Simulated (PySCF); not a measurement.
**NaO: from the state search to spectroscopic constants**

One table from this session's results is given with a row withheld; the runs are named, their logs left out.

The runs use PySCF 2.14.0; Na aug-cc-pVDZ, O aug-cc-pVDZ, no relativity.

Set-up of the first run:

Settings of the job:

```json
{
  "atoms": "Na, O",
  "charge": "0",
  "basis": "Na aug-cc-pVDZ, O aug-cc-pVDZ",
  "Hamiltonian": "no relativity",
  "basis functions": "50",
  "electrons treated": "19",
  "masses in u": "22.9898, 15.9949",
  "levels": "PBE0, PBE, r²SCAN, MN15, r²SCANh, BHandHLYP, ωB97X, HF, MP2, SCS-MP2, CCSD, CCSD(T)",
  "grid": "80 radial by 434 angular points",
  "occupations": "held fixed by the projection of orbital angular momentum",
  "dissociation limit": "Na + O, each in its ground configuration",
  "starting distance in angstrom": "2.175",
  "values of 2S to try": "1, 3"
}
```

Command:

```sh
$ OMP_NUM_THREADS=1 python dia.py task.json out
```

Steps of the session up to this table: Set-up; First curve: PBE0; Higher solutions at PBE0; PBE (GGA); r²SCAN (meta-GGA); MN15 (hybrid meta-GGA); r²SCANh (hybrid meta-GGA); BHandHLYP; ωB97X; UHF (mean field); Correlated methods on the Hartree–Fock reference.

One table of the session follows, with a row left open; its other results are not shown here.

It belongs to the step «The curves together». Energy (eV) from each level's lowest point:

```
R (Å)    UHF  UHF-MP2  UHF-SCS-MP2  UHF-CCSD  UHF-CCSD(T)
1.776  0.563    0.555        0.550       n/a          n/a
1.859  0.244    0.242        0.239     0.230        0.237
1.941      ?        ?            ?         ?            ?
2.003  0.014    0.016        0.015     0.013        0.016
2.065  0.000    0.000        0.000     0.000        0.000
2.127  0.020    0.014        0.015     0.017        0.014
2.210  0.084    0.067        0.069     0.072        0.066
2.313  0.205    0.169        0.171     0.177        0.166
2.437  0.385    0.324        0.327     0.335        0.317
2.602  0.649    0.560        0.564       n/a          n/a
```

Q: Estimate the row for R (Å) = 1.941 from the others.

Worked estimate for «UHF». A straight line through the neighbours (1.859, 0.244) and (2.003, 0.014) gives 0.244 + (0.014 − 0.244) × (1.941 − 1.859) / (2.003 − 1.859) = 0.113; a parabola fitted to 4 rows on both sides gives 0.067.

**Answer.** UHF: 0.072; UHF-MP2: 0.074; UHF-SCS-MP2: 0.072; UHF-CCSD: 0.068; UHF-CCSD(T): 0.073. In «UHF» the line misses by +0.041 and the parabola by -0.005.

State 2 has its PBE0 minimum 0.31 eV higher. The other levels ran on the lowest alone.
